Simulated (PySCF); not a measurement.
Match each property card to its molecule.

Structures:
1. `C=C[S@@](C)=O` (C3H6OS)
2. `FC(Cl)(Cl)Cl` (CCl3F)
3. `O=C(O)CC(=O)O` (C3H4O4)
4. `N` (NH3)

Card P (geometry GFN2-xTB):
* Rotational constants A, B, C: 300.662, 300.485, 187.609 GHz
* Isotropic shieldings of nuclei other than C and H, by class (GIAO B3LYP/ANO-RCC-VDZP): 273 (1 N) ppm
* HOMO energy (B3LYP/ANO-RCC-VDZP): -7.04 eV
* Dipole moment (B3LYP/ANO-RCC-VDZP): 1.47 D

Card Q (geometry GFN2-xTB):
* Rotational constants A, B, C: 2.444, 2.444, 1.709 GHz
* 13C chemical shifts (computed TMS as zero) by class (GIAO B3LYP/IGLO-III): 155.7 (1 C) ppm
* HOMO energy (B3LYP/IGLO-III): -8.73 eV
* Dipole moment (B3LYP/IGLO-III): 0.52 D
* Isotropic shieldings of nuclei other than C and H, by class (GIAO B3LYP/IGLO-III): 163 (1 F), 350 (3 Cl) ppm

Card R (geometry GFN2-xTB):
- Rotational constants A, B, C: 6.201, 3.539, 2.761 GHz
- Dipole moment (PBE0/pcSseg-1): 3.51 D
- Isotropic shieldings of nuclei other than C and H, by class (GIAO PBE0/pcSseg-1): 298 (1 O), 204 (1 S) ppm
- Point group: C1

Card S (geometry GFN2-xTB):
- Rotational constants A, B, C: 4.995, 1.873, 1.594 GHz
- Dipole moment (PBE0/pcSseg-1): 1.17 D
- Isotropic shieldings of nuclei other than C and H, by class (GIAO PBE0/pcSseg-1): -105 (2 O), 116 (2 O) ppm
- HOMO energy (PBE0/pcSseg-1): -8.37 eV
- Point group: C2
- 13C chemical shifts (computed TMS as zero) by class (GIAO PBE0/pcSseg-1): 170.7 (2 C), 43.5 (1 C) ppm

Species are written as SMILES; each is one conformer at its optimised geometry, gas phase, non-relativistic unless stated; the electronic structure was computed with PySCF and density fitting. NMR classes are plain means over equivalent atoms (diastereotopic ones count apart unless rotation or inversion swaps them), as if these changed places fast.

Which card belongs to which structure?

P = 4, Q = 2, R = 1, S = 3. What ties each card to its structure:
- 1 (card R), C3H6OS, monoisotopic mass 90.0 u, 5 heavy atoms: point group C1; an asymmetric top with C = 2.761 GHz; dipole 3.51 D.
- 2 (card Q), CCl3F, monoisotopic mass 135.9 u, 5 heavy atoms: 1 C in 1 class; an oblate symmetric top with C = 1.709 GHz; dipole 0.52 D. NMR values of atoms bound to several Cl lack the spin–orbit term that these neighbours bring.
- 3 (card S), C3H4O4, monoisotopic mass 104.0 u, 7 heavy atoms: 3 C in 2 classes; point group C2; the least shielded carbon (170.7 ppm) is a carboxylic acid carbon; an asymmetric top with C = 1.594 GHz, the lowest such constant on the cards; dipole 1.17 D.
- 4 (card P), NH3, monoisotopic mass 17.0 u, 1 heavy atom: an oblate symmetric top (constants that symmetry makes equal differ by optimisation noise) with C = 187.609 GHz, the highest such constant on the cards; dipole 1.47 D.
